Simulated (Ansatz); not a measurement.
A run for Ansatz (a quantum-chemistry and plane-wave program): R-PBE0/def2-TZVPPD on F_anion (SMILES [F-]). Charge -1. Files ending in .json are basis or fitting sets from the Basis Set Exchange.

Ansatz 0.2 input:
```yaml
crystal:
  periodic: [false, false, false]
  atoms:
    - {symbol: F, position_ang: [0.00000000, 0.00000000, 0.00000000]}
basis:
  gaussian:
    orbitals: def2-TZVPPD.json
hamiltonian:
  xc: {name: PBE0}
total_charge: -1
scf: {lower_state_search: off}
```

It printed:

```
Functional definition: PBE0
[...]
these checks for a lower state are left out or cut short: stability, starts, cluster_reference, orbital_swaps, neighbouring_geometries, increment
integrals: 0.00 GiB planned
197 factors; their error is unknown
mean field: 0.06 GiB planned
mean field evaluation 1: about -2667.0101 eV, gradient 1.6e2 eV
mean field evaluation 2: about -2658.9741 eV, gradient 2.2e2 eV
mean field evaluation 4: about -2715.5822 eV, gradient 1.3e0 eV
mean field evaluation 8: about -2715.5963 eV, gradient 3.0e-2 eV
mean field -2715.59628448 eV, -99.7963227574 hartree, gradient 3.1e-6 eV, S^2 0.000000; 0 other end points of the search recorded, 0 dependent functions left out
reference -2715.59630525 eV, -99.7963235207 hartree; 5, 5 occupied and 35, 35 virtual orbitals, 197 factors
Total energy: -2715.59630525 eV, -99.7963235207 hartree
Checks for a lower state left out: stability, starts, cluster_reference, orbital_swaps, neighbouring_geometries, increment
```

The run converged.

Cost: about 0.23 core-seconds (a rough figure).
